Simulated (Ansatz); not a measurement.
**AlSiH5: inputs that go wrong**

3 inputs were typed for AlSiH5. Each is run as it stands; the log then has to tell whether the result can be used.

Program: Ansatz 0.2.0, Gaussian basis. Level of theory: the settings change from run to run. These are calculated values, not measurements.

**1. The molecule**

The geometry comes from an earlier relaxation with PBE0-D4 in a triple-zeta def2 set; it is a stationary point, not always the lowest conformer.

SMILES `[AlH2][SiH3]`, 7 atoms, charge 0, spin multiplicity 1.

Atoms are counted from 1 here; the program's logs count them from 0.

Bond lengths: Al1–Si2 2.457 Å, Al1–H3 1.589 Å, Al1–H4 1.589 Å, Si2–H5 1.492 Å, Si2–H6 1.492 Å, Si2–H7 1.490 Å. Angles: Si2–Al1–H3 121.5°, Si2–Al1–H4 119.5°, H3–Al1–H4 118.9°, Al1–Si2–H5 110.6°, Al1–Si2–H6 110.7°, Al1–Si2–H7 113.4°, H5–Si2–H6 106.8°, H5–Si2–H7 107.5°, H6–Si2–H7 107.5°.

**2. Attempt 1**

in.yaml

```yaml
crystal:
  periodic: [false, false, false]
  atoms:
    - {symbol: Al, position_ang: [-0.333187, -1.372678, 0.083546]}
    - {symbol: Si, position_ang: [0.285410, 1.000263, -0.064778]}
    - {symbol: H, position_ang: [0.695405, -2.468676, 0.597521]}
    - {symbol: H, position_ang: [-1.793709, -1.829919, -0.343694]}
    - {symbol: H, position_ang: [0.135835, 1.494835, -1.464906]}
    - {symbol: H, position_ang: [-0.614899, 1.833144, 0.785503]}
    - {symbol: H, position_ang: [1.686345, 1.274932, 0.361209]}
basis:
  gaussian: {orbitals: aug-cc-pVTZ}
magnetization: {spin_polarized: true, initial_magnetization: 6}
hamiltonian: {xc: {name: LC-wPBE}}
output: {forces: true}
```

Started as:

```bash
$ ansatz run in.yaml --threads 2 --pin off --events-out ev --progress --plain --max-ram 32768MiB --backend cpu
```

What it wrote, cut to the lines that bear on the results:

```text
Functional definition: LC-wPBE
  name "LC-wPBE"
  cite "Vydrov & Scuseria, J. Chem. Phys. 125, 234109 (2006) doi:10.1063/1.2409292"
  cite "Heyd & Scuseria, J. Chem. Phys. 120, 7274 (2004) doi:10.1063/1.1668634"
  cite "Ernzerhof & Perdew, J. Chem. Phys. 109, 3313 (1998) doi:10.1063/1.476928"
  cite "Perdew, Burke & Ernzerhof, Phys. Rev. Lett. 77, 3865 (1996) doi:10.1103/PhysRevLett.77.3865"
  parent pbe
[...]
1006 factors; their error is unknown
554 factors; integrals over basis functions are off by at most 3.4e-5 eV
[...]
mean field -14533.48096482 eV, -534.0955743099 hartree, gradient 3.6e-6 eV, S^2 12.024128; 6 other end points of the search recorded, 0 dependent functions left out
[...]
reference -14533.48096484 eV, -534.0955743106 hartree; 19, 13 occupied and 196, 202 virtual orbitals, 1006 factors
Total energy: -14533.48096484 eV, -534.0955743106 hartree
Atom 0 at    -0.333187    -1.372678     0.083546 Å, force     0.338872     1.616609    -0.119710 eV/Å
Atom 1 at     0.285410     1.000263    -0.064778 Å, force    -5.832079    -1.033873    -1.765412 eV/Å
Atom 2 at     0.695405    -2.468676     0.597521 Å, force     0.916326    -2.329843     0.658274 eV/Å
Atom 3 at    -1.793709    -1.829919    -0.343694 Å, force    -2.089156    -1.682192    -0.458637 eV/Å
Atom 4 at     0.135835     1.494835    -1.464906 Å, force     1.508885     0.293216    -0.609354 eV/Å
Atom 5 at    -0.614899     1.833144     0.785503 Å, force     0.875108     0.569548     1.263740 eV/Å
Atom 6 at     1.686345     1.274932     0.361209 Å, force     4.282044     2.566535     1.031099 eV/Å
Dipole moment:     0.231961     0.246373     0.038705 e Å
```

It took 29 s on 2 threads, shared host; peak memory 0.75 GiB.

What is wrong: It ended without an error, which proves nothing about the input. The spin is set far too high for this molecule. It asks for 6 unpaired electrons; the ground state has 0. Its energy belongs to an excited spin state, not the ground state. Cure: set initial_magnetization back to that of the ground state.

**3. Attempt 2**

in.yaml

```yaml
crystal:
  periodic: [false, false, false]
  atoms:
    - {symbol: Al, position_ang: [-0.333187, -1.372678, 0.083546]}
    - {symbol: Si, position_ang: [0.285410, 1.000263, -0.064778]}
    - {symbol: H, position_ang: [0.695405, -2.468676, 0.597521]}
    - {symbol: H, position_ang: [-1.793709, -1.829919, -0.343694]}
    - {symbol: H, position_ang: [0.135835, 1.494835, -1.464906]}
    - {symbol: H, position_ang: [-0.614899, 1.833144, 0.785503]}
    - {symbol: H, position_ang: [1.686345, 1.274932, 0.361209]}
basis:
  gaussian: {orbitals: def2-SVPD}
total_charge: -1
magnetization: {spin_polarized: true, initial_magnetization: 1}
hamiltonian: {xc: {name: HF}}
correlation: {method: mp2, frozen_orbitals: {Al: 0}}
output: {forces: true}
```

Same command.

What it wrote:

```text
Functional definition: HF
  name "HF"
  cite "Fock, Z. Phys. 61, 126 (1930) doi:10.1007/BF01340294"
  parent pbe
  exchange = exact_x
  correlation = 0
Error: "frozen_orbitals" has no count for Si
```

Run time: 0.1 s. Hardware: 2 threads, shared host.

Diagnosis: The program refused the input. Frozen orbitals are typed for one element alone, and the program wants a count for each. It also asks for charge -1 and multiplicity 2, another species or state than the molecule above. Cure: leave frozen_orbitals out, or give every element a count that its core really has, and set charge and spin to those of the species named.

**4. Attempt 3**

in.yaml

```yaml
crystal:
  periodic: [false, false, false]
  atoms:
    - {symbol: Al, position_ang: [-0.333187, -1.372678, 0.083546]}
    - {symbol: Si, position_ang: [0.285410, 1.000263, -0.064778]}
    - {symbol: D, position_ang: [0.695405, -2.468676, 0.597521]}
    - {symbol: H, position_ang: [-1.793709, -1.829919, -0.343694]}
    - {symbol: H, position_ang: [0.135835, 1.494835, -1.464906]}
    - {symbol: H, position_ang: [-0.614899, 1.833144, 0.785503]}
    - {symbol: H, position_ang: [1.686345, 1.274932, 0.361209]}
basis:
  gaussian: {orbitals: x2c-TZVPPall}
total_charge: 1
magnetization: {spin_polarized: true, initial_magnetization: 1}
hamiltonian: {xc: {name: PBEsol}}
```

Launched as before.

What it wrote:

```text
Error: YAML parse error: error: line 6 column 16: `D` is not an element symbol (H … Og, case-exact)
 --> <input>:6:16
  |
4 |     - {symbol: Al, position_ang: [-0.333187, -1.372678, 0.083546]}
5 |     - {symbol: Si, position_ang: [0.285410, 1.000263, -0.064778]}
6 |     - {symbol: D, position_ang: [0.695405, -2.468676, 0.597521]}
  |                ^ `D` is not an element symbol (H … Og, case-exact)
7 |     - {symbol: H, position_ang: [-1.793709, -1.829919, -0.343694]}
8 |     - {symbol: H, position_ang: [0.135835, 1.494835, -1.464906]}
  |
```

Run time: 0.05 s. Hardware: 2 threads, shared host.

What is wrong: The program refused the input. An element symbol is wrong. It also asks for charge 1 and multiplicity 2, another species or state than the molecule above. Fix: correct the symbol, and set charge and spin to those of the species named.

**5. Summary**

```
attempt                level      ended                                                                                    cause    time
      1  LC-wPBE/aug-cc-pVTZ  converged                                           the spin is set far too high for this molecule    29 s
      2        MP2/def2-SVPD    refused  frozen orbitals are typed for one element alone, and the program wants a count for each   0.1 s
      3  PBEsol/x2c-TZVPPall    refused                                                               an element symbol is wrong  0.05 s
```

In words: 1 converged, 2 refused. A refusal costs next to no computing time. The dangerous case is the input that converges on a wrong geometry, charge, spin, basis or grid: often only a look at the input shows it.
